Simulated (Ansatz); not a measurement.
acetylene (SMILES C#C) moved off its minimum; all values from Ansatz (a first-principles code), cores frozen in correlated methods.
(charge 0, multiplicity 1)
```xyz
4

C      0.07829     0.08715    -0.66141
C     -0.01655    -0.02037     0.57976
H     -0.02641     0.01604    -1.62349
H     -0.01193    -0.00781     1.68663
```

| level | largest force (eV/Å) | on atom | rms difference from CCSD(T)/aug-cc-pVTZ (eV/Å) | dipole (D) |
|---|---|---|---|---|
| HF/def2-TZVPP | 11.60 | C1 | 1.349 | 0.24 |
| PBE/def2-TZVPP | 8.80 | C1 | 0.248 | 0.21 |
| r2SCAN/def2-TZVPP | 9.42 | C1 | 0.480 | 0.22 |
| B3LYP/def2-TZVPP | 9.56 | C1 | 0.548 | 0.22 |
| wB97M-V/def2-TZVPP | 9.87 | C1 | 0.672 | 0.22 |
| MP2/aug-cc-pVTZ | 7.92 | C1 | 0.144 | 0.21 |
| CCSD(T)/aug-cc-pVTZ | 8.24 | C1 | 0.000 | 0.20 |

The differences count from one level among others, with limits of its own. Forces at CCSD(T)/aug-cc-pVTZ (eV/Å):

| atom | Fx | Fy | Fz |
|---|---|---|---|
| C1 | -0.089 | -0.241 | 8.235 |
| C2 | 0.401 | 0.474 | -1.826 |
| H3 | -0.319 | -0.195 | -4.951 |
| H4 | 0.008 | -0.038 | -1.459 |

Doubts at one or more of the structures used: a restricted determinant that unrestricted orbitals would lower (MP2/aug-cc-pVTZ, CCSD(T)/aug-cc-pVTZ).
